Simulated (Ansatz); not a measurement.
Tuning the range parameter of LC-ωPBE so that −HOMO meets the ionisation energy; basis def2-TZVP, Ansatz. System: SiF₂. Charge 0, multiplicity 1. Geometry: r2SCAN-D4/def2-TZVP. The ionised state is a doublet.

Geometry of the singlet:

Cartesian coordinates in Å:
```
Si -0.432 0.471 0.241
F 0.531 0.523 -1.040
F -0.099 -0.994 0.799
```

| ω (1/bohr) | HOMO (eV) | LUMO (eV) | vertical IE (eV) | HOMO + IE (eV) |
| --- | --- | --- | --- | --- |
| 0.1 | -8.58 | -1.56 | 10.88 | 2.30 |
| 0.15 | -9.21 | -1.02 | 10.90 | 1.69 |
| 0.2 | -9.74 | -0.61 | 10.93 | 1.19 |
| 0.3 | -10.51 | -0.11 | 10.99 | 0.48 |

Where does the tuning condition hold?

Not within the range that was run.
